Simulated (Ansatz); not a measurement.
Process, species as SMILES: [CH3] (CH3) → C atom + 3 H atom
B3LYP-D3(BJ)/def2-TZVP geometries, fixed; electronic energies without zero-point terms.
Largest species:
```xyz
4

C      0.0000     0.0000     0.0000
H      0.0036     1.0786    -0.0270
H      0.9326    -0.5425     0.0110
H     -0.9362    -0.5361     0.0160
```
Charge 0, spin multiplicity 2.

Basis-set convergence of the atomisation energy at PBE with Ansatz (an electronic-structure program). Cartesian d functions, on some or all atoms, in 6-31G*, 6-31G**; all else is spherical. The program fits the integrals of some runs and decomposes those of others, by size. Open shells are unrestricted. No added dispersion term, no relativity. Functions are those of the species that has most. Reference: the value in pcseg-4, 310.01 kcal/mol, itself unsure by roughly 0.06 kcal/mol (its mean distance from aug-pcseg-3, aug-cc-pVQZ, cc-pV5Z). Deviations are taken from unrounded values.

```csv
basis,functions,atomisation energy (kcal/mol),minus reference (kcal/mol)
STO-3G,8,373.16,63.15
3-21G,15,308.15,-1.86
6-31G*,21,309.31,-0.71
6-31G**,30,312.02,2.00
6-311+G**,40,308.73,-1.29
aug-cc-pVDZ,50,304.92,-5.09
def2-TZVPD,64,309.55,-0.46
aug-pcseg-2,115,310.01,-0.01
def2-QZVPPD,162,309.93,-0.08
```

The smallest set listed that lies within 4 kcal/mol of the reference with all its larger relatives (same family, alike in diffuse functions; a set with none counts only in the reference's own line) is 3-21G (15 functions, -1.86 kcal/mol off). (Relatives not listed, tested too: 6-311G** -1.28, 6-311++G(2d,2p) -0.55, def2-TZVPPD 0.10, 6-311++G(3df,3pd) 0.01, aug-pcseg-3 0.01 kcal/mol.)
